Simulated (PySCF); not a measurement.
Choosing a molecule for a target property.

Species are written as SMILES; each is one conformer at its optimised geometry, gas phase, non-relativistic unless stated; the electronic structure was computed with PySCF and density fitting.

Dipoles, sizes and rotational constants follow the conformer. The torsions of the flexible species, by atom-mapped SMILES:
- `[CH3:1][C:2](=[O:3])[CH:4]1[CH2:5][NH:6][CH2:7]1`: C1–C2–C4–C5 -179°
- `[CH3:1][CH2:2][Si:3]([SiH3:4])([SiH3:5])[N:6]([CH3:7])[CH3:8]`: C1–C2–Si3–Si4 177°, C2–Si3–N6–C7 -166°
- `[CH:1]#[C:2][SiH:3]([O:4][SiH3:5])[O:6][SiH3:7]`: C2–Si3–O4–Si5 101°, C2–Si3–O6–Si7 -94°
- `[CH2:1]=[C:2]([CH3:3])[PH:4][C:5]([F:6])=[C:7]([F:8])[F:9]`: C1–C2–P4–C5 100°, C2–P4–C5–F6 75°

(1) Wanted: dipole moment below 1.6 D (PBE0/pcSseg-1) and HOMO energy below -6.3 eV (PBE0/pcSseg-1), at GFN2-xTB geometries. Which candidate meets both?
A. `CC(PC(F)=C(F)F)=C`
B. `O=C(C1CNC1)C`
C. `CC[Si]([SiH3])([SiH3])N(C)C`
D. `C#C[SiH](O[SiH3])O[SiH3]`

(2) Wanted: smallest rotational constant below 1 GHz (GFN2-xTB) and HOMO–LUMO gap above 6 eV (PBE0/pcSseg-1), at GFN2-xTB geometries. Which candidate meets both?
A. `CC[Si]([SiH3])([SiH3])N(C)C` (C4H17NSi3)
B. `CO` (CH4O)
C. `C#C[SiH](O[SiH3])O[SiH3]` (C2H8O2Si3)
D. `CC(=O)C1CNC1` (C5H9NO)

Results:

(1) D. Computed values:
```csv
species,dipole moment,HOMO energy
C#C[SiH](O[SiH3])O[SiH3],1.08 D,-8.35 eV
CC[Si]([SiH3])([SiH3])N(C)C,1.43 D,-6.19 eV
CC(PC(F)=C(F)F)=C,1.84 D,-7.06 eV
O=C(C1CNC1)C,2.08 D,-6.50 eV
```

(2) C. Computed values:
```csv
species,smallest rotational constant,HOMO–LUMO gap
C#C[SiH](O[SiH3])O[SiH3] (C2H8O2Si3),0.751 GHz,8.12 eV
CC[Si]([SiH3])([SiH3])N(C)C (C4H17NSi3),0.836 GHz,5.79 eV
CC(=O)C1CNC1 (C5H9NO),1.639 GHz,6.07 eV
CO (CH4O),24.323 GHz,9.19 eV
```
